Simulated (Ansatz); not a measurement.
# CH3Cl, singlet: cost against accuracy

Geometry (MP2(full)/6-31G*, from the G2/97 set):

```xyz
5

C     0.0000    0.0000   -1.2269
Cl    0.0000    0.0000    0.5504
H     0.0000    1.0293   -1.5798
H     0.8914   -0.5147   -1.5798
H    -0.8914   -0.5147   -1.5798
```

Measured, as an electronic atomization energy: 1650.5 kJ/mol (G2/97 heats of formation of molecule and atoms, with zero-point and thermal terms from B3LYP taken off; Curtiss et al., J. Chem. Phys. 106, 1063 (1997), Staroverov et al., J. Chem. Phys. 119, 12129 (2003)). The measured value holds scalar relativity and spin–orbit coupling, which all computed ones lack, and core correlation, which the wave-function levels lack. Atoms are taken at the same level; beside RHF, RMP2 and RCC rows they are unrestricted. The atoms' steps beyond CCSDT(Q) are taken from restricted open-shell runs, which share full CI's core. Ansatz 0.2.0; the 6-31G* set has Cartesian d functions; a miss is computed less measured; times are wall times on shared hosts and scatter by a factor of two or so.

```json
{"level": "RHF", "basis": "cc-pV(D+d)Z", "miss (kJ/mol)": "-432.9", "time of the run": "0.37 s", "hardware": "1 CPU thread"}
{"level": "RMP2", "basis": "cc-pV(D+d)Z", "miss (kJ/mol)": "-107.9", "time of the run": "–", "hardware": "–"}
{"level": "RCCSD(T)", "basis": "cc-pV(D+d)Z", "miss (kJ/mol)": "-116.4", "time of the run": "0.68 s", "hardware": "1 CPU thread"}
{"level": "RCCSDT(Q)", "basis": "cc-pV(D+d)Z", "miss (kJ/mol)": "-115.5", "time of the run": "18 s", "hardware": "H100 + 2 CPU threads"}
{"level": "RCCSDTQ", "basis": "cc-pV(D+d)Z", "miss (kJ/mol)": "-115.5", "time of the run": "40 s", "hardware": "H100 + 2 CPU threads"}
{"level": "RHF", "basis": "cc-pV(T+d)Z", "miss (kJ/mol)": "-411.1", "time of the run": "0.91 s", "hardware": "1 CPU thread"}
{"level": "RMP2", "basis": "cc-pV(T+d)Z", "miss (kJ/mol)": "-23.1", "time of the run": "–", "hardware": "–"}
{"level": "RCCSD(T)", "basis": "cc-pV(T+d)Z", "miss (kJ/mol)": "-36.6", "time of the run": "3.1 s", "hardware": "1 CPU thread"}
{"level": "RCCSDT(Q)", "basis": "cc-pV(T+d)Z", "miss (kJ/mol)": "-36.6", "time of the run": "26 s", "hardware": "H100 + 2 CPU threads"}
{"level": "RHF", "basis": "cc-pV(Q+d)Z", "miss (kJ/mol)": "-409.3", "time of the run": "2.9 s", "hardware": "1 CPU thread"}
{"level": "RMP2", "basis": "cc-pV(Q+d)Z", "miss (kJ/mol)": "1.9", "time of the run": "–", "hardware": "–"}
{"level": "RCCSD(T)", "basis": "cc-pV(Q+d)Z", "miss (kJ/mol)": "-12.7", "time of the run": "19 s", "hardware": "H100 + 2 CPU threads"}
```

HF's time is that of a plain UHF run. A dash: the level came out of a higher level's run.

A composite of the best parts (restricted reference, at this geometry, which isn't the minimum of the high levels):

```json
{"part": "Hartree–Fock limit (T, Q; exp(−5.46 √X))", "kJ/mol": "1241.74"}
{"part": "CCSD(T) correlation limit (T, Q; X⁻³)", "kJ/mol": "412.76"}
{"part": "CCSDT − CCSD(T) (TZ)", "kJ/mol": "-1.21"}
{"part": "(Q) (TZ)", "kJ/mol": "1.20"}
{"part": "CCSDTQ − CCSDT(Q) (DZ)", "kJ/mol": "-0.03"}
{"part": "sum", "kJ/mol": "1654.5"}
{"part": "sum less measured", "kJ/mol": "4.0"}
```
